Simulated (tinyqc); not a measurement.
UKS/LDA (PW92) in the sto-6g basis, for H2O+, spin multiplicity 2, step by step. One step of it, computed by the program tinyqc.

Question. Iteration 1: diagonalisation and new density. Diagonalise F' = X^T F X, C = X C', fill 5 alpha and 4 beta electrons from the bottom; D(s) = C_occ C_occ^T. Each column has its largest component positive (the first on a tie).

F(alpha) (hartree):
```
             1O 1s      1O 2s     1O 2px     1O 2py     1O 2pz      2H 1s      3H 1s
1O 1s   -21.739785  -5.062307   0.017607   0.009165  -0.015495  -0.680005  -0.680537
1O 2s    -5.062307  -2.763502   0.074414   0.036935  -0.059176  -0.695482  -0.712059
1O 2px    0.017607   0.074414  -1.046411  -0.001039   0.013068   0.016488   0.016302
1O 2py    0.009165   0.036935  -0.001039  -1.062817   0.006516  -0.282795   0.311112
1O 2pz   -0.015495  -0.059176   0.013068   0.006516  -1.114023  -0.287485  -0.299837
2H 1s    -0.680005  -0.695482   0.016488  -0.282795  -0.287485  -0.636684  -0.241335
3H 1s    -0.680537  -0.712059   0.016302   0.311112  -0.299837  -0.241335  -0.725141
```

F(beta) (hartree):
```
             1O 1s      1O 2s     1O 2px     1O 2py     1O 2pz      2H 1s      3H 1s
1O 1s   -21.717184  -5.056615   0.019768   0.007679  -0.012181  -0.679239  -0.679679
1O 2s    -5.056615  -2.750842   0.080275   0.035528  -0.052002  -0.682133  -0.706277
1O 2px    0.019768   0.080275  -1.034395  -0.002461   0.013292   0.016548   0.017149
1O 2py    0.007679   0.035528  -0.002461  -1.050439   0.007560  -0.269319   0.307381
1O 2pz   -0.012181  -0.052002   0.013292   0.007560  -1.100437  -0.273592  -0.294079
2H 1s    -0.679239  -0.682133   0.016548  -0.269319  -0.273592  -0.521352  -0.233804
3H 1s    -0.679679  -0.706277   0.017149   0.307381  -0.294079  -0.233804  -0.688504
```

X:
```
            1O 1s      1O 2s    1O 2px     1O 2py     1O 2pz      2H 1s      3H 1s
1O 1s    1.021993  -0.129060  0.000000   0.000000  -0.005669   0.015064   0.015064
1O 2s   -0.129060   1.112422  0.000000   0.000000   0.055110  -0.178267  -0.178267
1O 2px   0.000000   0.000000  1.000000   0.000000   0.000000   0.000000   0.000000
1O 2py   0.000000   0.000000  0.000000   1.045987   0.000000  -0.135941   0.135941
1O 2pz  -0.005669   0.055110  0.000000   0.000000   1.033171  -0.107697  -0.107697
2H 1s    0.015064  -0.178267  0.000000  -0.135941  -0.107697   1.091147  -0.059428
3H 1s    0.015064  -0.178267  0.000000   0.135941  -0.107697  -0.059428   1.091147
```

Give: F' = X^T F X; orbital energies; coefficients C; F' = X^T F X; orbital energies; coefficients C; D(alpha) after iteration 1; D(beta) after iteration 1.

Answer.

F' = X^T F X (alpha) (hartree):
```
          1        2        3        4        5        6        7
1  -21.4538  -2.3767   0.0088   0.0053  -0.0225  -0.0986  -0.0969
2   -2.3767  -1.8902   0.0754   0.0364  -0.0085  -0.2164  -0.2106
3    0.0088   0.0754  -1.0464  -0.0011   0.0140   0.0028   0.0023
4    0.0053   0.0364  -0.0011  -1.0102   0.0054  -0.1463   0.1507
5   -0.0225  -0.0085   0.0140   0.0054  -1.0773  -0.1220  -0.1252
6   -0.0986  -0.2164   0.0028  -0.1463  -0.1220  -0.4407  -0.0509
7   -0.0969  -0.2106   0.0023   0.1507  -0.1252  -0.0509  -0.5318
```

orbital energies (alpha) (hartree): MO1 -21.7399, MO2 -1.6904, MO3 -1.1174, MO4 -1.0765, MO5 -1.0380, MO6 -0.4452, MO7 -0.3430

coefficients C (alpha):
```
            MO1      MO2      MO3      MO4      MO5      MO6      MO7
1O 1s    0.9995  -0.2364   0.0340  -0.0083  -0.0236   0.0612   0.0346
1O 2s    0.0023   1.0133  -0.1717   0.0371   0.0985  -0.4388  -0.2467
1O 2px  -0.0009  -0.1128  -0.0424  -0.1039   0.9869  -0.0251  -0.0109
1O 2py  -0.0005  -0.0563  -0.0973   0.9233   0.0882   0.2534  -0.4403
1O 2pz   0.0009   0.1008   0.9466   0.1137   0.0527  -0.3703  -0.1861
2H 1s   -0.0003  -0.0038   0.0562   0.1200   0.0334   0.2692   1.0794
3H 1s   -0.0005   0.0063   0.1099  -0.1223   0.0154   1.0513  -0.3517
```

F' = X^T F X (beta) (hartree):
```
          1        2        3        4        5        6        7
1  -21.4315  -2.3748   0.0103   0.0040  -0.0198  -0.0983  -0.0970
2   -2.3748  -1.8775   0.0815   0.0339  -0.0022  -0.2252  -0.2143
3    0.0103   0.0815  -1.0344  -0.0025   0.0144   0.0019   0.0020
4    0.0040   0.0339  -0.0025  -0.9990   0.0053  -0.1479   0.1526
5   -0.0198  -0.0022   0.0144   0.0053  -1.0646  -0.1224  -0.1260
6   -0.0983  -0.2252   0.0019  -0.1479  -0.1224  -0.3155  -0.0541
7   -0.0970  -0.2143   0.0020   0.1526  -0.1260  -0.0541  -0.4922
```

orbital energies (beta) (hartree): MO1 -21.7173, MO2 -1.6786, MO3 -1.1044, MO4 -1.0597, MO5 -1.0247, MO6 -0.4028, MO7 -0.2274

coefficients C (beta):
```
            MO1      MO2      MO3      MO4      MO5      MO6      MO7
1O 1s    0.9995  -0.2368   0.0312  -0.0079  -0.0255   0.0569   0.0399
1O 2s    0.0022   1.0164  -0.1563   0.0373   0.1070  -0.4086  -0.2889
1O 2px  -0.0010  -0.1213  -0.0493  -0.1000   0.9859  -0.0252  -0.0123
1O 2py  -0.0004  -0.0538  -0.1523   0.9284   0.0828   0.3007  -0.3817
1O 2pz   0.0007   0.0908   0.9438   0.1780   0.0652  -0.3390  -0.2095
2H 1s   -0.0003  -0.0115   0.0343   0.0889   0.0268   0.1455   1.1068
3H 1s   -0.0005   0.0053   0.1107  -0.1087   0.0200   1.0853  -0.2323
```

D(alpha) after iteration 1:
```
          1O 1s    1O 2s   1O 2px   1O 2py   1O 2pz    2H 1s    3H 1s
1O 1s    1.0567  -0.2457   0.0019  -0.0003   0.0071   0.0007   0.0024
1O 2s   -0.2457   1.0673  -0.0137   0.0026  -0.0510  -0.0057  -0.0155
1O 2px   0.0019  -0.0137   0.9993   0.0016  -0.0113   0.0185   0.0226
1O 2py  -0.0003   0.0026   0.0016   0.8730   0.0119   0.1084  -0.1226
1O 2pz   0.0071  -0.0510  -0.0113   0.0119   0.9219   0.0683   0.0916
2H 1s    0.0007  -0.0057   0.0185   0.1084   0.0683   0.0187  -0.0080
3H 1s    0.0024  -0.0155   0.0226  -0.1226   0.0916  -0.0080   0.0273
```

D(beta) after iteration 1:
```
          1O 1s    1O 2s   1O 2px   1O 2py   1O 2pz    2H 1s    3H 1s
1O 1s    1.0561  -0.2437   0.0270   0.0002   0.0073   0.0028   0.0026
1O 2s   -0.2437   1.0589  -0.1193   0.0037  -0.0486  -0.0137  -0.0159
1O 2px   0.0270  -0.1193   0.0271  -0.0788  -0.0754  -0.0092   0.0048
1O 2py   0.0002   0.0037  -0.0788   0.8880   0.0166   0.0779  -0.1181
1O 2pz   0.0073  -0.0486  -0.0754   0.0166   0.9307   0.0472   0.0856
2H 1s    0.0028  -0.0137  -0.0092   0.0779   0.0472   0.0092  -0.0059
3H 1s    0.0026  -0.0159   0.0048  -0.1181   0.0856  -0.0059   0.0241
```
